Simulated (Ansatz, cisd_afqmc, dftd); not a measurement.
Species: C₂H₃O, charge 0, doublet. C2H3O (SMILES [C](C)=O, doublet).
B3LYP-D3(BJ)/def2-TZVP minimum from Ansatz (a first-principles code):
```xyz
6

C     -0.9717    -0.6516    -0.0052
C      0.0062     0.4945     0.0051
H     -0.4534    -1.6140    -0.0159
H     -1.6108    -0.5706     0.8749
H     -1.6134    -0.5526    -0.8815
O      1.1838     0.4600     0.0029
```
Charge 0, spin multiplicity 2.

Wanted: atomisation energy (electronic, to ground-state atoms), in kcal/mol. Radicals and triplets start from unrestricted determinants; spin-orbit coupling is neglected. Correlated methods leave the cores frozen. Rows without X2C or -DK are non-relativistic. AFQMC is phaseless with a CISD trial state; ± is one standard error, without the phaseless bias. Outlying blocks are dropped, and bars are widened where a walk drifts. Over all cases where full CI ran beside it in this data, AFQMC minus full CI had a median of +0.1 mEh and passed +0.4 mEh in a tenth of the cases. CBS(X,Y): correlation extrapolated as X^-3, Hartree-Fock from the larger set. A bracket is a step between two methods taken in the basis named. The functionals are non-relativistic, so their misses hold any scalar relativity. Double hybrids freeze cores in their MP2 part. '+ core + X2C': CCSD(T) terms for core correlation (cc-pwCVTZ) and scalar relativity (cc-pVTZ-DK). For partners of very few electrons the exact lower level stands in for a higher one.

| level | program | atomisation energy (kcal/mol) | difference against the last row |
|---|---|---|---|
| HF/aug-cc-pVQZ | Ansatz | 416.7 | -166.0 |
| PBE-D4/def2-TZVPD | Ansatz + dftd4 | 604.6 | 21.9 |
| r2SCAN-D4/def2-TZVPD | Ansatz + dftd4 | 586.8 | 4.1 |
| B3LYP-D3(BJ)/def2-TZVPD | Ansatz + dftd3 | 584.5 | 1.8 |
| PBE0-D3(BJ)/def2-TZVPD | Ansatz + dftd3 | 587.0 | 4.3 |
| PBE0/def2-TZVPD | Ansatz | 585.6 | 2.9 |
| CAM-B3LYP/def2-TZVPD | Ansatz | 584.6 | 1.9 |
| B2PLYP-D3(BJ)/def2-TZVPD | Ansatz + dftd3 | 579.2 | -3.5 |
| B2GP-PLYP-D3(BJ)/def2-TZVPD | Ansatz + dftd3 | 576.0 | -6.7 |
| CCSD/aug-cc-pVTZ | Ansatz | 557.3 | -25.4 |
| CCSD(T)/CBS(cc-pVTZ,cc-pVQZ) + core + X2C | Ansatz | 581.9 | -0.8 |
| AFQMC/CISD/cc-pVTZ | cisd_afqmc | 566.0 ± 0.3 | -16.7 |
| CCSD(T)/CBS(cc-pVTZ,cc-pVQZ) + [AFQMC/CISD - CCSD(T)]/cc-pVTZ + core + X2C | Ansatz + cisd_afqmc | 582.5 ± 0.3 | -0.2 |
| CCSD(T)/CBS(cc-pVTZ,cc-pVQZ) + [CCSDT(Q) - CCSD(T)]/cc-pVDZ + core + X2C | Ansatz | 582.7 | 0.0 |
